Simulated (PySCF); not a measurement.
Core-level binding energies of carbonyl fluoride

Compound: carbonyl fluoride, CF2O.
Z-matrix (Å and degrees, GFN2-xTB geometry), rows numbered from 1:
```
O 
C   1  1.1588
F   2  1.3166  1  126.72
F   2  1.3166  1  126.76  3  -179.99
```

Computed with delta-SCF UKS SCAN, pcX-2 on the ionised atom, pcseg-1 elsewhere, spin-free X2C in PySCF. Each binding energy is the total energy of the core-ionised species, with the hole localised on one atom, minus that of the ground state; both are solved self-consistently, so orbital relaxation is included.

**Question.** Give the core binding energies atom by atom.

**Answer.** 
```tsv
atom(s)	environment	level	binding energy (eV)	count
C2	carbonyl carbon	C 1s	299.48	1
O1	carbonyl oxygen	O 1s	540.61	1
F3/F4	acyl fluorine	F 1s	695.43	2
```

**Question.** What is the longest wavelength that can ionise O 1s of O1 vertically?

**Answer.** λ = hc/E = 12398.42 eV Å / 540.61 eV = 22.934 Å.

Atoms equivalent by their bonding share one computed value, that of the first of them. Geometry: GFN2-xTB; no solvent, vibrations or thermal averaging.

Time: 4.5 s of wall time. Hardware: one thread, x86-64 server, no GPU, on a shared host.
